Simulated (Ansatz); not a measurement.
System: C3H7O, net charge 0, doublet state. It need not be the lowest isomer of its formula. 
Geometry from a B3LYP-D3(BJ)/def2-TZVP (Ansatz, a first-principles code) optimisation:
```
C
H 1 1.1047
H 1 1.1081 2 105.45
O 1 1.4131 2 110.22 3 118.14
C 4 1.4094 1 112.77 2 -59.07
H 5 1.0887 4 107.35 1 -179.82
H 5 1.0980 6 109.01 4 120.90
H 5 1.0981 6 109.05 7 118.19
C 1 1.4753 2 110.77 3 -119.93
H 9 1.0796 1 119.91 2 -136.11
H 9 1.0802 10 119.77 1 174.62
```
Charge 0, spin multiplicity 2.

Computed values are from Ansatz. Correlated levels leave the core frozen unless marked. Open shells are spin-unrestricted. Spin-orbit coupling is left out. No relativistic terms. Basis-set limits of correlation are two-point, X^-3; Hartree-Fock from the larger set. [CCSD(T)-MP2]/basis is that difference in the basis named.

Question: What is the dipole moment at wB97M-V/def2-TZVPD?

Answer: 1.37 D.

Question: What is the total energy at RI-MP2/CBS(cc-pVTZ,cc-pVQZ)+[CCSD(T)-MP2]/cc-pVDZ?

Answer: -193.4467 Eh.

Question: What is the atomisation energy De at RI-MP2/CBS(cc-pVTZ,cc-pVQZ)+[CCSD(T)-MP2]/cc-pVDZ?

Answer: 4128.5 kJ/mol.

Question: What is the T1 diagnostic at CCSD/aug-cc-pVDZ?

Answer: 0.012.
